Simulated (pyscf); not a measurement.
Single points on ωB97X-D3(BJ)/def2-SVP structures (PySCF, gas phase). Correlated levels are frozen-core, on RHF or UHF. ΔMP2 is the change of the MP2 total energy from the triple- to the quadruple-zeta basis.

Question: Estimate the classical barrier height and the reaction energy of HS–GaH₂ (SMILES [SH][GaH2]) + HCl (SMILES Cl) → H₂S (SMILES S) + Cl–GaH₂ (SMILES [Cl][GaH2]) at CCSD(T)/def2-TZVPP + ΔMP2(QZVPP). The step runs on the singlet surface, breaks Ga–S, Cl–H and forms H–S, Cl–Ga; take the separated reactants as zero.

Answer: ΔE‡ = -0.05 eV, ΔE = -0.26 eV. Zero-point energy shifts the barrier by +0.01 eV. It is a four-centre exchange, with an imaginary mode of 564i cm⁻¹. On the reactant side the descent ends in a complex, 0.32 eV under the separated species and 0.12 eV under the saddle at ωB97X-D3(BJ)/def2-TZVP. On the product side the descent ends in an adduct with a Ga–S contact, 0.69 eV under the separated species and 0.76 eV under the saddle at ωB97X-D3(BJ)/def2-TZVP. At CCSD(T) the saddle lies under the separated reactants, which points to a path from their complex (located at ωB97X-D3(BJ) alone). What is counted as broken (Ga–S) persists as a longer contact in the product adduct; parting that adduct is a step of its own. At ωB97X-D3(BJ) the barrier from the zero used here is -0.20 eV. This is the saddle that the search found; another between the same sides may lie lower. The CCSD(T) − MP2 part came from Ansatz, without density fitting, on the same reference. The frozen core leaves the outer d or s,p core shells of the metals and heavy elements correlated in the MP2 and CC values, and def2-TZVPP describes them poorly, which can shift differences by a few kcal/mol. Elements up to Kr have no core potential and no relativistic terms here.
